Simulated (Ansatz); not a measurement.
Density of states of Ti$_{3}$PbO$_{7}$ (P2_1/m, a = 6.607 Å, b = 3.805 Å, c = 10.756 Å, α = 90.00°, β = 98.20°, γ = 90.00°), in states per eV and primitive cell, averaged over bins of 0.4 eV. The calculation used Ansatz, DFT r2SCAN, scalar-relativistic, plane waves, PAW.

Settings: cutoff 500 eV, Γ-centred mesh 4×8×4 on the computed 22-atom cell, Gaussian smearing of 0.02 eV; no spin polarisation.

The cell is relaxed at this level. The states (both spins) are summed by tetrahedra on a 6×12×6 mesh at the self-consistent density. Energies are bin centres; the table starts no lower than −8 eV and ends at 6 eV, or lower where the solved bands end.

The gap is 2.36 eV at this level, with the zero inside it.

```
E − E_F (eV) total O 2p Ti 3d Pb 6p O 2s Pb 6s
       -7.85   2.17   0.67   0.13   0.02  0.11   1.21
       -7.45   0.00   0.00   0.00   0.00  0.00   0.00
       -7.05   0.00   0.00   0.00   0.00  0.00   0.00
       -6.65   6.43   4.58   1.25   0.04  0.03   0.03
       -6.25  15.19  10.74   3.33   0.26  0.09   0.04
       -5.85  17.18  11.95   4.06   0.44  0.10   0.08
       -5.45  22.99  16.51   5.02   0.56  0.11   0.11
       -5.05  16.67  12.50   2.99   0.44  0.14   0.11
       -4.65  15.46  11.88   2.46   0.43  0.15   0.12
       -4.25  15.99  12.56   2.33   0.34  0.18   0.16
       -3.85  17.10  14.06   2.02   0.29  0.17   0.11
       -3.45  21.97  18.69   2.15   0.30  0.15   0.18
       -3.05  19.30  17.14   1.27   0.21  0.10   0.18
       -2.65  21.29  19.48   0.93   0.23  0.10   0.18
       -2.25  11.04  10.19   0.45   0.08  0.04   0.14
       -1.85   3.14   2.19   0.20   0.08  0.03   0.60
       -1.45   5.90   3.90   0.33   0.30  0.03   1.28
       -1.05   0.36   0.26   0.01   0.02  0.00   0.07
       -0.65   0.00   0.00   0.00   0.00  0.00   0.00
       -0.25   0.00   0.00   0.00   0.00  0.00   0.00
        0.15   0.00   0.00   0.00   0.00  0.00   0.00
        0.55   0.00   0.00   0.00   0.00  0.00   0.00
        0.95   0.00   0.00   0.00   0.00  0.00   0.00
        1.35   9.95   0.70   9.04   0.07  0.04   0.00
        1.75  18.99   1.79  16.42   0.36  0.14   0.00
        2.15  23.26   3.02  18.87   0.65  0.28   0.01
        2.55  22.62   3.77  17.46   0.65  0.27   0.01
        2.95  14.78   3.03  10.61   0.49  0.17   0.01
        3.35   2.85   0.39   1.54   0.56  0.23   0.01
        3.75   9.49   1.21   5.39   1.54  0.92   0.02
        4.15  12.64   2.08   6.96   2.03  1.05   0.03
        4.55  12.43   2.54   6.28   2.30  0.79   0.03
        4.95  11.26   2.61   5.73   1.80  0.55   0.06
        5.35  14.96   3.96   6.83   3.04  0.39   0.08
        5.75  13.37   3.94   6.12   2.46  0.23   0.06
```

The columns after the total are the main Löwdin projections on the occupied valence shells of the potentials; 4 others are left out. The rest of the total lies in those, in shells that are empty in the free atom, which aren't projected, and between the atoms.

Spin-orbit coupling is left out, which matters for the bands of heavy elements.

A ferromagnetic start lost its moments in a first run, so spin was left out; other magnetic orders weren't tried.

Whether Ti3PbO7 exists in this form wasn't checked.

Cost: 1 run of about 14 core-minutes, on Oxide Virtual Turin-like Processor (Zen 5) (shared hosts).